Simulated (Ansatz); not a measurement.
Relaxation of C6H6 (12 atoms, charge 0, multiplicity 1), to a largest force component of 0.02 eV/Å in at most 50 steps.

Method: RKS revPBE-D4/6-31G* in Ansatz 0.2.0.

```xyz
12
Properties=species:S:1:pos:R:3:forces:R:3
C -2.577 -0.493 -1.019 -10.68 1.57 -2.61
C -1.475 -0.630 -0.751 8.22 -1.08 2.27
C -0.123 -0.839 -0.431 1.66 -1.86 -2.03
C 0.480 -1.121 0.910 -0.83 -2.10 2.22
C 0.709 0.018 0.394 1.15 2.98 0.68
C 1.305 1.350 0.401 0.38 0.06 1.44
H -3.623 -0.287 -1.272 0.78 -0.23 0.18
H 0.511 -1.314 -1.213 -0.86 -0.08 -0.59
H 0.455 -1.815 1.751 0.16 0.04 -0.13
H 2.029 1.428 -0.391 0.53 0.30 -0.89
H 0.535 2.110 0.296 -0.29 0.45 -0.24
H 1.852 1.537 1.358 -0.24 -0.03 -0.30
```

Q: Where does it end, and by what steps?

A: The run converged. After 8 steps the energy has fallen by 0.760 eV; H8 moved furthest, 0.17 Å. The start is strongly strained (largest force component 11 eV/Å).

| step | energy less start (eV) | largest force component (eV/Å) | accepted |
| --- | --- | --- | --- |
| 0 | 0.0000 | 10.677 | yes |
| 1 | -0.6899 | 1.021 | yes |
| 2 | -0.7463 | 0.659 | yes |
| 3 | -0.7033 | 0.859 | no |
| 4 | -0.7583 | 0.088 | yes |
| 5 | -0.7589 | 0.056 | yes |
| 6 | -0.7591 | 0.149 | yes |
| 7 | -0.7597 | 0.029 | yes |
| 8 | -0.7597 | 0.014 | yes |

```xyz
12
Properties=species:S:1:pos:R:3
C -2.619 -0.434 -1.009
C -1.443 -0.670 -0.769
C -0.042 -0.934 -0.495
C 0.453 -1.142 0.932
C 0.757 0.014 0.404
C 1.320 1.383 0.433
H -3.656 -0.235 -1.204
H 0.484 -1.447 -1.318
H 0.437 -1.832 1.773
H 2.082 1.510 -0.358
H 0.522 2.121 0.235
H 1.780 1.611 1.409
```

Whether the end is a true minimum wasn't checked by a vibrational analysis.

The run took 18 s on 2 threads of Arm Neoverse V1, with other jobs on the host, peak memory 0.14 GiB.
